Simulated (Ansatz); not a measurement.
The first iterations of a band of C₂H₄FNO (9 atoms, charge 0, multiplicity 1).

Level of theory: RKS PBE-D4/def2-SVP (Ansatz 0.2.0).

```
movable images  : 7
climbing image  : yes
spring          : 5.0 eV/Å²
optimiser       : quadratic models (default)
start path      : through a guess of the saddle point
force threshold : 0.03 eV/Å
iteration limit : 53
end points      : relaxed
```

Initial state:

```xyz
9
Properties=species:S:1:pos:R:3
N -0.461 0.928 1.430
C 0.437 0.354 0.756
F 1.730 0.468 1.125
C 0.299 -0.519 -0.479
O -1.016 -0.524 -0.985
H -1.371 0.691 0.998
H 1.069 -0.206 -1.223
H 0.556 -1.564 -0.195
H -1.155 0.325 -1.444
```

Final state:

```xyz
9
Properties=species:S:1:pos:R:3
N -0.081 0.605 1.824
C 0.103 0.550 0.578
F 0.487 1.690 -0.060
C 0.043 -0.587 -0.425
O -0.528 -0.211 -1.654
H -0.380 -0.314 2.181
H 1.089 -0.980 -0.533
H -0.565 -1.412 -0.002
H -0.078 0.612 -1.926
```

| iteration | highest image above the first end (eV) | largest band force component (eV/Å) |
| --- | --- | --- |
| 1 | 0.869 | 6.277 |
| 2 | 0.289 | 2.045 |

Does the band converge within its limit, and where does its top end?

The run converged. It ended after 6 iterations with the highest image 0.223 eV above the first end. A vibrational analysis at the climbing image gives one clearly imaginary mode, 103i cm⁻¹: a first-order saddle point.

Run time: 2 min on 1 thread of Arm Neoverse V2, with other jobs on the host, peak memory 0.12 GiB.
